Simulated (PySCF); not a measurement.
Compound: formyl fluoride, CHFO.
InChI=1S/CHFO/c2-1-3/h1H

The closed-shell ground state was solved at several levels (PySCF, density fitting, gas phase, non-relativistic). Geometry: PBE0-D3(BJ)/def2-SVP; no solvent, vibrations or thermal averaging.

```tsv
level	basis functions	HOMO (eV)	LUMO (eV)	gap (eV)	dipole (D)
PBE0/6-31G	29	-9.37	-0.89	8.48	2.17
BHandHLYP/pcSseg-2	122	-11.25	0.27	11.52	2.29
wB97X-D/pcSseg-2	122	-11.46	0.99	12.45	2.17
PBE0/def2-SVP	47	-9.30	-0.60	8.70	2.01
PBE0/6-311+G(2d,p)	87	-9.57	-1.03	8.54	2.12
LC-wPBE/pcSseg-2	122	-12.39	1.60	13.99	2.20
PBE0/6-31G*	44	-9.12	-0.37	8.75	2.01
B97-2/pcSseg-2	122	-9.24	-1.03	8.21	2.12
CAM-B3LYP/pcSseg-2	122	-11.08	0.23	11.31	2.20
PBE0/STO-3G	16	-5.58	2.89	8.47	1.34
```

Task: What might PBE0/def2-TZVP (99 basis functions) give for the same quantities?

Result: HOMO -9.49 eV, LUMO -0.87 eV, gap 8.62 eV, dipole 2.09 D.

Task: Over all these levels, which gives the widest orbital gap and which the narrowest?

Result: LC-wPBE/pcSseg-2 (range-separated hybrid) has the widest, 13.99 eV, and B97-2/pcSseg-2 (global hybrid, 21 % exact exchange) the narrowest, 8.21 eV. The two share the basis. From the narrowest to the widest the HOMO moves by -3.15 eV and the LUMO by +2.63 eV.

Task: How much does the basis alone move the frontier levels among the 6 PBE0 rows (the withheld one included)?

Result: The HOMO by 3.99 eV and the LUMO by 3.92 eV. By rising basis size (HOMO, LUMO in eV): STO-3G -5.58, 2.89; 6-31G -9.37, -0.89; 6-31G* -9.12, -0.37; def2-SVP -9.30, -0.60; 6-311+G(2d,p) -9.57, -1.03; def2-TZVP -9.49, -0.87.

Task: How far do the dipole and the HOMO energy spread over the levels?

Result: The dipole runs from 1.34 to 2.29 D (mean 2.07 D) and the HOMO from -12.39 to -5.58 eV.
